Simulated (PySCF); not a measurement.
NH: adiabatic energies of losing or gaining an electron at several levels

The parent is a triplet.

All levels share the PBE0-D3(BJ)/ma-def2-SVP structures and the PBE0-D3(BJ)/ma-def2-SVP thermal terms; only the single-point energies (PySCF) change. Values are adiabatic energies of losing or gaining an electron (0 K, eV).

```tsv
level	ionisation energy to the quartet cation	ionisation energy to the radical cation	time
HF/aug-cc-pVTZ	11.93	12.84	2.9 s
MP2/aug-cc-pVTZ	13.26	13.58	7.1 s
CCSD(T)/aug-cc-pVTZ	13.39	13.41	100 s
PBE0-D3(BJ)/ma-def2-TZVP	13.56	13.70	–
```

Times are wall times for all single points of a level on 1 thread of Intel Xeon Platinum 8375C @ 2.90GHz, a shared host; the dash marks the run that also made the structures.

Hartree-Fock leaves out electron correlation, so its ionisation energies and electron affinities from energy differences mostly come out too low, often by 1 eV or more, where an electron pair is broken or made.

At HF/aug-cc-pVTZ a relaxed species lies above the same state at the other structure, so the structures fit that level poorly.

The widest spread is that of ionisation energy to the quartet cation: 1.63 eV, from 11.93 to 13.56.
